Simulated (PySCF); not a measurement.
Gas-phase reaction: H2BNH2 + 2 BH2 = 2 BH3 + HBNH

Method: PySCF energies plus ideal-gas RRHO corrections (1 bar). S°(298 K) at PBE0/def2-TZVP differs from the NASA 1993 table for BH2 (+14 J/mol/K); whether the harmonic model or the table's entry is off was not settled. † marks an energy on the PBE0/def2-TZVP geometry and frequencies; other levels use their own. MP2 freezes the core. 6-31G* has spherical d functions here. Open shells (unrestricted): BH2 (multiplicity 2); the rest are closed-shell singlets. H2BNH2, HBNH: computed as isolated molecules; such fragments, hydroxides, amides, oligomers or adducts are transient or little studied in the gas. MP2 isn't extrapolated to the basis-set limit; its ΔH°(298 K) is -305.5 kJ in def2-SVP and -309.2 kJ in def2-TZVPP. The harmonic model lacks anharmonicity and excited electronic states, which grow with temperature; levels with a mode under 35 cm⁻¹ are left out.

```tsv
level	ΔE electronic, kJ	ΔH°(298 K), kJ	ΔS°(298 K), J/K	ΔG°(1400 K), kJ
BLYP/def2-TZVP†	-313	-311	-30	-272
HF/6-31G*	-218	-216	-33	-171
MP2/def2-SVP†	-307	-305	-30	-266
MP2/def2-TZVPP†	-311	-309	-30	-270
PBE/def2-TZVP†	-294	-292	-30	-253
PBE0/def2-QZVP†	-281	-280	-30	-240
PBE0/def2-TZVP	-282	-280	-30	-241
LDA/def2-TZVP†	-315	-314	-30	-274
```
ΔH° is lowest at LDA/def2-TZVP† and highest at HF/6-31G*. No reference value is set beside these.
